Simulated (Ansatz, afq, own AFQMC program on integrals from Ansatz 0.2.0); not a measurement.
Integrals from Ansatz 0.2.0, then the random walk in our own AFQMC program (afq).

```yaml
crystal:
  periodic: [false, false, false]
  atoms:
    - {symbol: C, position_ang: [-0.842109, 1.172138, -0.842026]}
    - {symbol: S, position_ang: [0.472063, 0.709820, 0.002160]}
    - {symbol: C, position_ang: [0.426379, -0.791222, 0.633188]}
    - {symbol: H, position_ang: [-1.717363, 0.538754, -0.994525]}
    - {symbol: H, position_ang: [-0.792550, 2.178438, -1.255756]}
    - {symbol: H, position_ang: [1.313803, -1.081812, 1.193815]}
    - {symbol: H, position_ang: [-0.418424, -1.471715, 0.516043]}
basis:
  gaussian: {orbitals: def2-TZVP}
magnetization: {spin_polarized: false}
correlation: {method: ccsd_t, electrons: outside_noble_gas, hamiltonian_folder: ham}
```

```sh
$ ansatz run in.yaml --threads 1 --pin off --events-out ev --progress --plain --max-ram 16896MiB --backend cuda --devices 0, --max-vram 18GiB
```

Options of the walk:

```
--method phaseless --trial cisd --walkers 2300 --populations 20 --least-time 60 --time-step 0.005 --steps-per-block 50 --equilibration-blocks 28 --max-blocks 4000 --target-error 0.00026 --factor-cut 1e-05 --seed 2415 --release-times 0.24,0.51,0.99,1.5 --release-step 0.03 --release-every 4 --taylor-order 6
```

Times are imaginary, in 1/Eh. The walk had a cap of 374 s. With eight or more populations the least sampling time is a fifth of least-time, and the error comes from their spread.

Output of the walk:

```
orbitals 116  electrons 9 9  factors 814 of 815
reference energy -475.52921359 Eh
CCSD correlation -0.54485202 Eh in 11 cycles, weight of the determinant in the CISD state 0.7998
energy of the start -476.074051 Eh
 block  time / (1/Eh)  mean weight  energy / Eh
     1     0.250  1.0000  -476.060242
     2     0.500  1.0002  -476.070976
     3     0.750  1.0001  -476.080459
     4     1.000  1.0004  -476.086581
     5     1.250  1.0007  -476.092016
     9     2.250  1.0000  -476.098092
    21     5.250  1.0006  -476.105560
    33     8.250  0.9999  -476.108320
    37     9.250  0.9999  -476.106124
    53    13.250  1.0004  -476.102819
    69    17.250  1.0006  -476.104300
    85    21.250  1.0000  -476.102181
    93    23.250  0.9999  -476.100912
   101    25.250  1.0002  -476.104146
   117    29.250  0.9995  -476.105077
   133    33.250  0.9994  -476.107366
   149    37.250  1.0001  -476.105866
   165    41.250  0.9998  -476.104990
error from the spread of 20 populations
released: time / (1/Eh)  energy / Eh  error  mean overlap
  0.24  -476.105673  0.000290  0.9959
  0.51  -476.106210  0.000265  0.9913
  0.99  -476.106820  0.000414  0.9838
  1.50  -476.106048  0.000573  0.9820
energy -476.105137 +/- 0.000308 Eh
(rows thinned)
```

The run passed its tests (sampling time, drift between the halves within three errors, error under three times the target), which doesn't prove that it has relaxed, ending at its cap on processor time.

Against this walk (error 8.4 meV) on the same determinant: CCSD(T) 39.7 meV higher. The error is statistical and leaves out the bias of the constraint. None of these is a sure reference here. Released to 1.50 1/Eh the energy moves by -25 ± 18 meV (both errors), within twice the noise.

Cautions: constraint bias not in the error; error above the target (8.4 against 7.1 meV); higher spins were not checked; restricted determinant unstable towards unrestricted (UHF 483 meV lower, ⟨S²⟩ 0.72).

The walk took 6.2 min on 1 × NVIDIA H100 80GB HBM3 with 2 threads of AMD EPYC 7R13 Processor (Zen 3), on a shared host (the card was shared). The log's last line is the phaseless energy.
